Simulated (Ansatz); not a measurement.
fcc Cu was calculated with PBE0-D3(BJ) (plane waves, PAW; Ansatz, a quantum-chemistry and plane-wave program).

Settings: plane-wave cutoff 460 eV, 16×16×16 k mesh, Fermi–Dirac smearing 0.05 eV, no spin polarisation, scalar-relativistic PAW data made under PBE.

Computed points:

```json
[
 {"V (Å³/atom)": "10.670", "E − E_lowest (meV/atom)": "15.09"},
 {"V (Å³/atom)": "10.951", "E − E_lowest (meV/atom)": "3.48"},
 {"V (Å³/atom)": "11.232", "E − E_lowest (meV/atom)": "0.00"},
 {"V (Å³/atom)": "11.375", "E − E_lowest (meV/atom)": "0.97"},
 {"V (Å³/atom)": "11.512", "E − E_lowest (meV/atom)": "3.48"},
 {"V (Å³/atom)": "11.793", "E − E_lowest (meV/atom)": "12.93"}
]
```

Q: Estimate the bulk modulus and its pressure derivative from these points.

A: V0 = 11.225 Å³/atom, B0 = 159 GPa, B′ = 5.1 (fit to the energies at full precision).

Measured, for comparison: bulk modulus 144 GPa (0 K value with the zero-point phonon effect removed, our sources range from 140 to 145; as tabulated in Mejia-Rodriguez and Trickey (2018), arXiv:1807.09216); equilibrium volume per atom 11.62 Å³/atom (low-temperature or extrapolated to 0 K; zero-point anharmonic expansion removed; as tabulated in Csonka et al. (2009), arXiv:0903.4037). Computed (rounded) less measured: bulk modulus +10 % (+10 % to +14 % over the range), equilibrium volume per atom -3.4 %.
